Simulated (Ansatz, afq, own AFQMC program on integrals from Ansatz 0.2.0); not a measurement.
Two steps: Ansatz 0.2.0 writes the Fock matrix and Cholesky factors of the valence space, and afq projects on them the lowest state that overlaps trial and start.

```yaml
crystal:
  periodic: [false, false, false]
  atoms:
    - {symbol: Ge, position_ang: [-0.043500, 0.000000, 0.660854]}
    - {symbol: Al, position_ang: [0.018649, 0.000001, -1.827163]}
    - {symbol: H, position_ang: [0.748400, -1.065978, -0.345115]}
    - {symbol: H, position_ang: [0.748393, 1.065983, -0.345114]}
    - {symbol: H, position_ang: [1.138900, 0.000003, 1.975295]}
basis:
  gaussian: {orbitals: cc-pVDZ}
magnetization: {spin_polarized: false}
correlation: {method: ccsd_t, electrons: outside_noble_gas, hamiltonian_folder: ham}
```

```sh
$ ansatz run in.yaml --threads 1 --pin off --events-out ev --progress --plain --max-ram 1382MiB
```

afq runs on the folder ham with

```
--method phaseless --trial mp1 --walkers 40 --populations 1 --least-time 40 --time-step 0.04 --steps-per-block 5 --equilibration-blocks 30 --max-blocks 300 --target-error 0.00076 --factor-cut 1e-05 --seed 5962 --release-times 0.5,1,2 --release-step 0.05 --release-every 5 --taylor-order 6
```

Times are imaginary, in 1/Eh. The walk had a cap of 262 s. Filled inner d shells are frozen with the cores.

afq prints:

```
orbitals 41  electrons 5 5  factors 331 of 637
reference energy -2318.92546697 Eh
CCSD correlation -0.20180922 Eh in 12 cycles, weight of the determinant in the CISD state 0.8454
energy of the start -2319.087375 Eh
 block  time / (1/Eh)  mean weight  energy / Eh
     1     0.200  0.9821  -2319.093595
     2     0.400  0.9811  -2319.101059
     3     0.600  1.0136  -2319.106170
     4     0.800  1.0169  -2319.107446
     5     1.000  0.9851  -2319.110234
    10     2.000  0.9874  -2319.126439
    49     9.800  0.9990  -2319.130603
    89    17.800  0.9895  -2319.135175
   129    25.800  0.9958  -2319.129647
   169    33.800  1.0007  -2319.141207
   209    41.800  1.0032  -2319.135295
   249    49.800  0.9995  -2319.154310
   281    56.200  1.0084  -2319.123096
   289    57.800  1.0035  -2319.124375
   329    65.800  0.9905  -2319.135216
blocks merged  error / Eh  count
     1  0.000387  300
     2  0.000517  150
     4  0.000685  75
     8  0.000859  37
    16  0.000899  18
    32  0.001107  9
released: time / (1/Eh)  energy / Eh  error  mean overlap
  0.50  -2319.135356  0.001748  0.9820
  1.00  -2319.135218  0.000911  1.0086
  2.00  -2319.136442  0.001103  0.9883
energy -2319.134981 +/- 0.000899 Eh
(rows thinned)
```

The run passed its tests (sampling time, drift between the halves within three errors, error under three times the target), which doesn't prove that it has relaxed.

Against this walk (error 24.5 meV) on the same determinant: CCSD(T) 8.4 meV higher (within the noise), CCSDT(Q) 40.8 meV lower (within the noise), a separate phaseless walk with a CISD trial and standard settings 36.8 ± 27.5 meV lower (within the noise). The error is statistical and leaves out the bias of the constraint. Released to 2.00 1/Eh the energy moves by -40 ± 39 meV (both errors), within twice the noise.

Cautions: constraint bias not in the error; error above the target (24.5 against 20.7 meV); no relativity below Rb; no spin-orbit coupling; inner d shell frozen; the time-step error isn't removed.

The walk took 49 s on 1 thread of Arm Neoverse V2, on a shared host. The log's last line is the phaseless energy.

CCSDT and higher add their correlation energy to the determinant of the CCSD(T) run, since their own runs factorise the integrals more tightly (a shift of under 2 meV). A walk keeps the symmetry of its determinant, which the program's search chose and which needn't be the lowest solution, so a lower state of the same spin and another symmetry isn't excluded.
